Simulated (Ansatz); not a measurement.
# C₃H₆F radical: a ladder of functionals and wavefunction methods

How much do the methods differ for C₃H₆F radical? The plan is to run it at one geometry with functionals of several rungs and with coupled cluster. The yardstick is the atomisation energy at the CCSD(T) limit.

Computed with Ansatz 0.2.0, Gaussian basis. Level: functionals in def2-TZVPP, the program's frozen cores in correlated methods.

Plan: LDA (SPW92), PBE-D4, revPBE-D4, BLYP-D4, r2SCAN-D4, B97M-V, PBE0-D4, B3LYP-D4, r2SCANh-D4, r2SCAN0-D4, HSE06-D4, BHLYP-D4, CAM-B3LYP-D4, LC-ωPBE, ωB97X-V, ωB97M-V, B2PLYP, PBE-QIDH; CCSD(T)/def2-SVP; CCSD(T)/def2-TZVPP; MP2/def2-QZVPP; extrapolation to the limit; RPA on PBE.

## (1) The relaxed structure

The geometry comes from an earlier relaxation with PBE0-D4 in a triple-zeta def2 set; it is a stationary point, not always the lowest conformer.

10 atoms, charge 0, spin multiplicity 2.

Atoms are counted from 1 here; the program's logs count them from 0.

Bond lengths: C1–C2 1.480 Å, C1–H5 1.094 Å, C1–H6 1.101 Å, C1–H7 1.091 Å, C2–C3 1.475 Å, C2–H8 1.083 Å, C3–F4 1.396 Å, C3–H9 1.101 Å, C3–H10 1.093 Å. Angles: C2–C1–H5 111.2°, C2–C1–H6 111.4°, C2–C1–H7 111.8°, H5–C1–H6 106.5°, H5–C1–H7 108.6°, H6–C1–H7 107.1°, C1–C2–C3 120.8°, C1–C2–H8 120.3°, C3–C2–H8 118.4°, C2–C3–F4 111.1°, C2–C3–H9 111.8°, C2–C3–H10 111.7°, F4–C3–H9 105.8°, F4–C3–H10 107.7°, H9–C3–H10 108.4°.

As a file:

```xyz
10

C    -0.91666    0.89278    0.09044
C     0.44013    0.38666   -0.21318
C     0.78219   -1.03194   -0.00070
F    -0.13025   -1.87090   -0.64258
H    -1.68542    0.20074   -0.26428
H    -1.07068    1.00158    1.17540
H    -1.09526    1.87043   -0.35943
H     1.23716    1.07626   -0.46378
H     0.74407   -1.30701    1.06446
H     1.77791   -1.26980   -0.38356
```

## (2) LDA

This LDA is Slater exchange with PW92 correlation.

in.yaml

```yaml
crystal:
  periodic: [false, false, false]
  atoms:
    - {symbol: C, position_ang: [-0.916657, 0.892778, 0.090442]}
    - {symbol: C, position_ang: [0.440130, 0.386663, -0.213178]}
    - {symbol: C, position_ang: [0.782193, -1.031938, -0.000704]}
    - {symbol: F, position_ang: [-0.130246, -1.870898, -0.642584]}
    - {symbol: H, position_ang: [-1.685423, 0.200737, -0.264279]}
    - {symbol: H, position_ang: [-1.070675, 1.001579, 1.175402]}
    - {symbol: H, position_ang: [-1.095261, 1.870427, -0.359430]}
    - {symbol: H, position_ang: [1.237159, 1.076259, -0.463777]}
    - {symbol: H, position_ang: [0.744071, -1.307006, 1.064465]}
    - {symbol: H, position_ang: [1.777910, -1.269800, -0.383558]}
basis:
  gaussian: {orbitals: def2-TZVPP}
magnetization: {spin_polarized: true, initial_magnetization: 1}
hamiltonian: {xc: lda}
output: {orbitals: {seedname: orbitals}}
```

Further steps of the session: PBE-D4 (GGA); revPBE-D4 (GGA); BLYP-D4 (GGA); r2SCAN-D4 (meta-GGA); B97M-V (meta-GGA); PBE0-D4 (hybrid); B3LYP-D4 (hybrid); r2SCANh-D4 (hybrid); r2SCAN0-D4 (hybrid); HSE06-D4 (hybrid); BHLYP-D4 (hybrid); CAM-B3LYP-D4 (range-separated); LC-ωPBE-D4 (range-separated); ωB97X-V (range-separated); ωB97M-V (range-separated); B2PLYP (double hybrid); PBE-QIDH (double hybrid); CCSD(T) in def2-SVP; CCSD(T) in def2-TZVPP; MP2 in def2-QZVPP; RPA on PBE orbitals.

**Question.** What will the summary of the whole plan be? Wanted: atomisation energy, CCSD(T)/CBS; farthest beyond LDA; mean size of error, GGA; mean size of error, meta-GGA; mean size of error, hybrid; mean size of error, range-separated; mean size of error, double hybrid; gap, smallest and largest; T1 diagnostic.

The runs gave:

```
                               quantity                                                                                     value
        atomisation energy, CCSD(T)/CBS                                                                            907.0 kcal/mol
functionals within 4.5 kcal/mol (0.5 %)  revPBE-D4, BLYP-D4, B97M-V, B3LYP-D4, r2SCANh-D4, r2SCAN0-D4, ωB97X-V, ωB97M-V, PBE-QIDH
                    farthest beyond LDA                                                                   PBE-D4 (+24.7 kcal/mol)
                mean size of error, GGA                                                                              9.8 kcal/mol
           mean size of error, meta-GGA                                                                              6.3 kcal/mol
             mean size of error, hybrid                                                                              8.6 kcal/mol
    mean size of error, range-separated                                                                              5.4 kcal/mol
      mean size of error, double hybrid                                                                              2.8 kcal/mol
              gap, smallest and largest                                                  1.35 eV (LDA (SPW92)), 9.91 eV (LC-ωPBE)
                          T1 diagnostic                                                                                    0.0119
triples share of the correlation energy                                                                                     3.3 %
```

The LDA atomisation energy is off by 134.7 kcal/mol (15 %): it overbinds. PBE-D4 misses by +24.7 kcal/mol. Double hybrids carry the basis error of their MP2 part in triple zeta, and no dispersion term here, so their miss is partly the set-up's. By mean error the best rung here is double hybrid (2.8 kcal/mol) and the worst beyond LDA is GGA (9.8 kcal/mol). Misses under about 4.5 kcal/mol are within the doubt on the reference itself, which lacks core-valence correlation, relativity and higher excitations. Hartree-Fock recovers 75 % of the binding; the rest is correlation. CCSD(T) in def2-SVP is off by -35.9 kcal/mol, which most functionals beat. Orbital gaps span 1.4 to 9.9 eV; exact exchange widens them.
